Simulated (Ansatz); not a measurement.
# SiPH2 (quartet): wave-function methods side by side, cc-pVDZ

How much of the correlation energy of SiPH2 (quartet) does each wave-function method recover here?

Method: cc-pVDZ, core rule «outside noble gas», up to 10 orbitals frozen; program: Ansatz 0.2.0, Gaussian basis.

To be run: UHF; CCSD(T) on ROHF; CCSD(T) on UHF; BCCD(T) on ROHF; CISD; CCSDT(Q) on ROHF; CCSDT(Q) on UHF; CASSCF and MRCISD+Q, 11 electrons in 10 orbitals; CASSCF and NEVPT2, 11 electrons in 10 orbitals.

24 further runs of the same task are left out: 8 that didn't finish, 16 set aside as unsound or not needed.

## (1) The geometry

The geometry is a PBE0/def2-TZVP stationary point (not a proven minimum).

4 atoms, charge 0, spin multiplicity 4.

Atoms are counted from 1 here; the program's logs count them from 0.

Bond lengths: Si1–P2 2.275 Å, Si1–H3 1.499 Å, P2–H4 1.427 Å. Angles: P2–Si1–H3 115.3°, Si1–P2–H4 96.5°.

Coordinates:

```xyz
4
H2PSi
Si   -0.0600   -0.0833    1.1792
P     0.0003    0.0905   -1.0882
H     0.9952    0.6913    1.9103
H     0.6663   -1.1489   -1.3278
```

## (2) UHF

Input file in.yaml:

```yaml
crystal:
  periodic: [false, false, false]
  atoms:
    - {symbol: Si, position_ang: [-0.059994, -0.083342, 1.179230]}
    - {symbol: P, position_ang: [0.000332, 0.090462, -1.088224]}
    - {symbol: H, position_ang: [0.995175, 0.691262, 1.910267]}
    - {symbol: H, position_ang: [0.666308, -1.148881, -1.327757]}
basis:
  gaussian: {orbitals: cc-pVDZ}
magnetization: {spin_polarized: true, initial_magnetization: 3}
hamiltonian: {xc: hf}
output: {orbitals: {seedname: orbitals}}
```

Command:

```console
$ ansatz run in.yaml --threads 1 --pin off --events-out ev --progress --plain --max-ram 2393MiB
```

Further steps of the session: CCSD(T) on ROHF; CCSD(T) on UHF; BCCD(T) on ROHF; CISD; CCSDT(Q) on ROHF; CCSDT(Q) on UHF; CASSCF and MRCISD+Q, 11 electrons in 10 orbitals; CASSCF and NEVPT2, 11 electrons in 10 orbitals.

Q: Predict the results of all the runs planned. Wanted: UCCSDT(Q) below the RHF energy; RMP2 from UCCSDT(Q); UMP2 from UCCSDT(Q); RCCSD from UCCSDT(Q); RCCSD(T) from UCCSDT(Q); UCCSD(T) from UCCSDT(Q); RCCSDT(Q) from UCCSDT(Q); NEVPT2 valence from UCCSDT(Q); MRCISD+Q valence from UCCSDT(Q).

The runs gave:

```
                         quantity                                        value
   UCCSDT(Q) below the RHF energy                                   -5.8001 eV
              RMP2 from UCCSDT(Q)                                  +1223.0 meV
              UMP2 from UCCSDT(Q)                                  +1240.9 meV
             RCCSD from UCCSDT(Q)                                   +213.2 meV
          RCCSD(T) from UCCSDT(Q)                                    +45.5 meV
          UCCSD(T) from UCCSDT(Q)                                    +45.4 meV
         RCCSDT(Q) from UCCSDT(Q)                                     +0.7 meV
    NEVPT2 valence from UCCSDT(Q)                                  +1119.5 meV
  MRCISD+Q valence from UCCSDT(Q)                                    +34.9 meV
levels within 1 kcal/mol (43 meV)  RCCSDT, UCCSDT, RCCSDT(Q), MRCISD+Q valence
                    T1 diagnostic                                        0.026
   effectively unpaired electrons                                         3.02
```

What this shows: RCCSD(T) misses by +45.5 meV, 0.8 % of the correlation energy. One determinant dominates. Of the multireference levels listed MRCISD+Q valence comes nearest in total energy (+34.9 meV), which doesn't show that its space is the better one. These misses are within one basis, not against nature; the frozen cores of restricted and unrestricted runs differ, which can shift their rows.
